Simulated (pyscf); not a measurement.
## Four-centre exchange: `[Cl][Nb]([Cl])([Cl])([Cl])[Cl]` + `[OH2]` → `[ClH]` + `[OH][Nb]([Cl])([Cl])([Cl])[Cl]`

Gas phase, singlet surface, charge 0. Bonds broken: Cl1–Nb2, O7–H8. Bonds formed: Cl1–H8, Nb2–O7. Structures and frequencies: ωB97X-D3(BJ)/def2-SVP in PySCF.

Transition state (Å):

```xyz
9

Cl     0.8980    -0.4703     1.1369
Nb    -1.4077     0.3331    -0.0445
Cl    -1.4940    -1.8299    -0.7848
Cl    -3.1486     1.0292    -1.2824
Cl    -2.3494    -0.1097     1.9667
Cl    -0.8111     2.4854     0.6041
O      0.2069     0.5065    -1.2583
H      0.9546    -0.0284    -0.2296
H      0.5034     1.4138    -1.4271
```

One imaginary mode, 742i cm⁻¹; descent along it reached the two sides named, in the forms told below.

| bond | change | reactant side (Å) | saddle | product side |
|---|---|---|---|---|
| Cl1–Nb2 | breaks | 2.319 | 2.7 | 2.9 |
| O7–H8 | breaks | 0.969 | 1.380 | 3.5 |
| Cl1–H8 | forms | 2.7 | 1.437 | 1.291 |
| Nb2–O7 | forms | 2.300 | 2.027 | 1.841 |

Electronic energies relative to the separated reactants (kJ/mol):

```json
[
 {"level": "ωB97X-D3(BJ)/def2-TZVP", "barrier": "15.6", "reaction energy": "+10.3", "reverse barrier": "5.3"},
 {"level": "PBE/def2-TZVP", "barrier": "16.8", "reaction energy": "+7.4", "reverse barrier": "9.4"},
 {"level": "r²SCAN/def2-TZVP", "barrier": "8.7", "reaction energy": "+5.2", "reverse barrier": "3.6"},
 {"level": "B3LYP-D3(BJ)/def2-TZVP", "barrier": "18.8", "reaction energy": "+7.3", "reverse barrier": "11.5"},
 {"level": "PBE0-D3(BJ)/def2-TZVP", "barrier": "15.2", "reaction energy": "+9.6", "reverse barrier": "5.7"},
 {"level": "M06-2X/def2-TZVP", "barrier": "17.1", "reaction energy": "+3.7", "reverse barrier": "13.4"},
 {"level": "ωB97M-D3(BJ)/def2-TZVP", "barrier": "18.5", "reaction energy": "-3.3", "reverse barrier": "21.8"},
 {"level": "HF/def2-TZVP", "barrier": "80.4", "reaction energy": "-10.1", "reverse barrier": "90.4"}
]
```

With ωB97M-D3(BJ)/def2-TZVP energies and thermal terms (ideal gas, 1 atm, RRHO with modes under 100 cm⁻¹ raised to 100, one conformer, R ln 2 for chiral ones without a mode under 150 cm⁻¹), in kJ/mol:

| T (K) | ΔH‡ | ΔG‡ | ΔH | ΔG |
|---|---|---|---|---|
| 298 | 8.7 | 51.7 | -10.9 | -13.0 |
| 600 | 9.7 | 95.2 | -8.9 | -15.8 |
| 900 | 13.0 | 137.3 | -6.7 | -19.7 |
| 1200 | 16.8 | 178.2 | -4.6 | -24.3 |

On the reactant side the descent ends in an adduct with a Nb–O contact, 81.1 kJ/mol under the separated species and 96.7 kJ/mol under the saddle at ωB97X-D3(BJ)/def2-TZVP. On the product side the descent ends in an adduct with a Cl–Nb contact (not fully relaxed), 28.4 kJ/mol under the separated species and 33.6 kJ/mol under the saddle at ωB97X-D3(BJ)/def2-TZVP. What is counted as formed (Nb–O) is already present as a longer contact in the reactant adduct; forming that adduct is a step of its own. What is counted as broken (Cl–Nb) persists as a longer contact in the product adduct; parting that adduct is a step of its own. This is the saddle that the search found; another between the same sides may lie lower. Elements past Kr carry the def2 core potentials, without spin-orbit coupling.
